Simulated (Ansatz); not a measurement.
`C1=CN1` → 2 C• + 3 H• + N•  (atomization)

Computed with Ansatz on PBE0-D4/def2-TZVP structures; ΔE is electronic, products minus reactants. CCSD(T)/CBS is the MP2 limit (def2-TZVPP, def2-QZVPP) plus CCSD(T) − MP2 in def2-TZVPP, frozen cores. This one scheme is used for every species, atoms too. Functionals use def2-TZVPP. B3LYP here is the variant with VWN-RPA as its local correlation; programs differ in this. No spin–orbit coupling; open shells (•) take unrestricted orbitals. Spin–orbit coupling would lower the free atoms: a little for C.

`C1=CN1`:

Z-matrix (Å, degrees):
```
C
N 1 1.502
C 1 1.269 2 65.0
H 1 1.074 2 138.0 3 -172.9
H 2 1.024 1 107.6 3 -98.5
H 3 1.074 1 156.4 2 -168.1
```

(1) What is ΔE at CCSD(T)/CBS? (An estimate is asked.)

(2) What do these levels give: PBE-D4, revPBE-D4, BLYP-D4, r2SCAN0-D4, ωB97M-V, PBE0, B3LYP, r2SCANh, BHLYP, HF/def2-SVP, HF/def2-QZVPP, CCSD/CBS(def2)? (An estimate is asked.)

Largest T1 diagnostic among the species: 0.011.

## Answers

(1) Computed: +2232.2 kJ/mol.

(2) Ansatz gave: PBE-D4 2347.0, revPBE-D4 2274.9, BLYP-D4 2270.1, r2SCAN0-D4 2176.7, ωB97M-V 2249.5, PBE0 2259.1, B3LYP 2234.5, r2SCANh 2209.1, BHLYP 2120.8, HF/def2-SVP 1449.9, HF/def2-QZVPP 1437.2, CCSD/CBS(def2) 2178.9 kJ/mol.

From PBE to PBE0 (25 % exact exchange), in def2-TZVPP and without D4, ΔE moves by −81.1 kJ/mol: exact exchange takes away binding that semilocal exchange gives to molecules. The D4 term adds +10.8 kJ/mol with B3LYP and +5.5 kJ/mol with PBE0; it sums over pairs of atoms, weighted by their polarisabilities, and B3LYP, whose exchange is more repulsive, gets the larger term.

For atomizations the MP2-based limit and the directly extrapolated one differ by several kJ/mol either way, and by 10 to 25 for some Ge, Se and Sn compounds, so smaller differences from it don't rank the levels.
